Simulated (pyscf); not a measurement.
This saddle point was located with ωB97X-D3(BJ)/def2-SVP in PySCF.

```
Sn
H 1 1.6993
H 1 1.7205 2 110.05
F 1 2.2359 2 96.05 3 145.30
H 4 1.2288 1 68.21 2 -99.26
H 5 0.9605 4 152.58 1 0.06
Ge 1 2.5609 2 119.79 3 -131.69
H 7 1.5311 1 109.29 2 -37.89
H 7 1.5336 8 109.81 4 82.59
H 7 1.5383 8 109.77 9 119.69
```

Surface: singlet, charge 0. Lowest wavenumbers (cm⁻¹): 1144i, 69, 97, 125, 249.

Q: Which two sides does it connect, and which bonds change?

A: H₃Ge–SnH₃ + HF ⇌ F–SnH₂–GeH₃ + H₂, a four-centre exchange read from left to right: H–Sn, F–H broken and F–Sn, H–H formed. At ωB97M-D3(BJ)/def2-TZVP it lies +26.4 kcal/mol from the left side and +35.0 kcal/mol from the right (each side as separated species at their lowest minima found). At the saddle there is also a short H–Sn contact that neither side keeps. This is the saddle that the search found; another between the same sides may lie lower. Elements up to Kr have no core potential and no relativistic terms here. Elements past Kr carry the def2 core potentials, without spin-orbit coupling.
